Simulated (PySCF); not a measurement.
Gas-phase reaction: 4 AlHCl2 + N2H2 = 2 AlCl3.NH3 + 2 AlCl

Computed with PySCF and rigid-rotor harmonic-oscillator thermochemistry at 1 bar. † marks an energy on the PBE0/def2-TZVP geometry and frequencies; other levels use their own. MP2 freezes the core. 6-31G* has spherical d functions here. All species are closed-shell singlets. B3LYP is the form with VWN-RPA correlation. Adducts (AlCl3.NH3) have no counterpoise correction, and HF, PBE, BLYP, B3LYP and PBE0 lack dispersion. AlHCl2: computed as isolated molecules; such fragments, hydroxides, amides, oligomers or adducts are transient or little studied in the gas. MP2 isn't extrapolated to the basis-set limit; its ΔH°(298 K) is -428.8 kJ in def2-SVP and -449.5 kJ in def2-TZVPP. The harmonic model lacks anharmonicity and excited electronic states, which grow with temperature; levels with a mode under 35 cm⁻¹ are left out. Soft modes under 120 cm⁻¹ make the harmonic entropy rough for AlCl3.NH3.

| level | ΔE electronic, kJ | ΔH°(298 K), kJ | ΔS°(298 K), J/K | ΔG°(1800 K), kJ |
|---|---|---|---|---|
| B3LYP/6-31G* | -488 | -427 | -165 | -146 |
| B3LYP/def2-TZVP† | -463 | -403 | -173 | -110 |
| BLYP/def2-TZVP† | -436 | -376 | -173 | -82 |
| MP2/def2-SVP† | -489 | -429 | -173 | -135 |
| PBE/def2-SVP | -487 | -430 | -176 | -134 |
| PBE0/def2-QZVP† | -499 | -439 | -173 | -145 |
ΔH° is lowest at PBE0/def2-QZVP† and highest at BLYP/def2-TZVP†. No reference value is set beside these.
